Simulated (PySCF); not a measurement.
`CC(C)CCS`, C₅H₁₂S

Molfile (atoms numbered from 1):
```
C5H12S
     RDKit          3D

 18 17  0  0  0  0  0  0  0  0999 V2000
   -1.0787    1.5116   -0.4975 C   0  0  0  0  0  0  0  0  0  0  0  0
   -0.9262    0.0291   -0.1716 C   0  0  0  0  0  0  0  0  0  0  0  0
   -2.1139   -0.7669   -0.7012 C   0  0  0  0  0  0  0  0  0  0  0  0
    0.3849   -0.5532   -0.7086 C   0  0  0  0  0  0  0  0  0  0  0  0
    1.6387    0.0485   -0.0967 C   0  0  0  0  0  0  0  0  0  0  0  0
    3.1904   -0.6414   -0.7470 S   0  0  0  0  0  0  0  0  0  0  0  0
   -2.0387    1.9015   -0.1256 H   0  0  0  0  0  0  0  0  0  0  0  0
   -0.2818    2.1231   -0.0483 H   0  0  0  0  0  0  0  0  0  0  0  0
   -1.0531    1.6762   -1.5879 H   0  0  0  0  0  0  0  0  0  0  0  0
   -0.9118   -0.0770    0.9299 H   0  0  0  0  0  0  0  0  0  0  0  0
   -2.0351   -1.8332   -0.4382 H   0  0  0  0  0  0  0  0  0  0  0  0
   -3.0643   -0.3885   -0.2942 H   0  0  0  0  0  0  0  0  0  0  0  0
   -2.1720   -0.6985   -1.8003 H   0  0  0  0  0  0  0  0  0  0  0  0
    0.3910   -1.6423   -0.5267 H   0  0  0  0  0  0  0  0  0  0  0  0
    0.4248   -0.4304   -1.8053 H   0  0  0  0  0  0  0  0  0  0  0  0
    1.6271   -0.0414    1.0015 H   0  0  0  0  0  0  0  0  0  0  0  0
    1.7150    1.1231   -0.3228 H   0  0  0  0  0  0  0  0  0  0  0  0
    2.9781   -1.9118   -0.3400 H   0  0  0  0  0  0  0  0  0  0  0  0
  1  2  1  0
  2  3  1  0
  2  4  1  0
  4  5  1  0
  5  6  1  0
  1  7  1  0
  1  8  1  0
  1  9  1  0
  2 10  1  0
  3 11  1  0
  3 12  1  0
  3 13  1  0
  4 14  1  0
  4 15  1  0
  5 16  1  0
  5 17  1  0
  6 18  1  0
M  END
```

Computed with quadratic response CAM-B3LYP/aug-cc-pVDZ first hyperpolarisability, Taylor convention, gas phase (PySCF 2.14.0). Geometry: PBE0-D3(BJ)/def2-SVP.

**Question.** Give the tensor of the second harmonic β(−2ω;ω,ω) at 1064 nm in the axes of these coordinates.

**Answer.** In au, Taylor convention; rows are the first index (the induced dipole):
```csv
,xx,yy,zz,xy,xz,yz
x,-129.6,+8.0,-19.9,-1.3,-23.5,+4.1
y,-1.5,+40.7,+10.7,+8.8,+3.0,+4.6
z,-22.7,+5.4,+88.0,+3.5,-20.3,+11.8
```
Norm of βᵢ = ⅓ Σⱼ (βᵢⱼⱼ + βⱼᵢⱼ + βⱼⱼᵢ): 165.4 au, hyper-Rayleigh value 70.2 au.
